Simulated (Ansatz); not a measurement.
Relaxation of CH2F3N (7 atoms, charge 0, multiplicity 1), to a largest force component of 0.015 eV/Å in at most 40 steps.

The calculation used RKS B3LYP-D4/def2-mTZVP in Ansatz.

```xyz
7
Properties=species:S:1:pos:R:3
N 0.239 0.488 0.768
C 0.056 -0.434 -0.291
F -0.888 0.013 -1.186
F -0.278 -1.598 0.201
F 1.232 -0.602 -0.944
H -0.749 0.664 1.119
H 0.449 1.401 0.287
```

Where does it end, and by what steps?

It converged. After 5 steps the energy has fallen by 0.235 eV; F3 moved furthest, 0.15 Å.

| step | energy less start (eV) | largest force component (eV/Å) | accepted |
| --- | --- | --- | --- |
| 0 | 0.0000 | 1.921 | yes |
| 1 | -0.1699 | 0.872 | yes |
| 2 | -0.1913 | 0.774 | yes |
| 3 | -0.2305 | 0.477 | yes |
| 4 | -0.2348 | 0.016 | yes |
| 5 | -0.2350 | 0.007 | yes |

```xyz
7
Properties=species:S:1:pos:R:3
N 0.180 0.536 0.713
C 0.052 -0.412 -0.306
F -0.871 -0.103 -1.275
F -0.333 -1.599 0.204
F 1.224 -0.570 -0.950
H -0.691 0.653 1.220
H 0.500 1.427 0.349
```

Whether the end is a true minimum wasn't checked by a vibrational analysis.

Run time: 9.9 s on 2 threads of Arm Neoverse V2, on a shared host, peak memory 0.17 GiB.
